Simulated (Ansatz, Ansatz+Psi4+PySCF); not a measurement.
| atom | x (Å) | y (Å) | z (Å) |
| --- | --- | --- | --- |
| C | 0.0000 | 0.0000 | -1.1748 |
| C | 0.0000 | 0.0000 | 0.2783 |
| N | 0.0000 | 0.0000 | 1.4351 |
| H | 0.0000 | -1.0314 | -1.5557 |
| H | -0.8932 | 0.5157 | -1.5557 |
| H | 0.8932 | 0.5157 | -1.5557 |

Basis set: cc-pVTZ (spherical functions). Frozen core: 3 orbitals. Charge 0, multiplicity 1.

Computed with Ansatz (development build ahead of 0.2.0); each method stands on the lowest determinant of its kind that the runs found. Restricted open shells among the atoms or ions are ROHF, correlated in semicanonical orbitals with singles.

The atomization energy at this shape (free ground-state atoms in the same class of orbitals less the molecule, no zero-point energy) of singlet C₂H₃N:

```csv
method,atomization energy
RHF,19.11 eV
```

(1) What does RHF-MP2 give?

## Answers

(1) 26.56 eV.
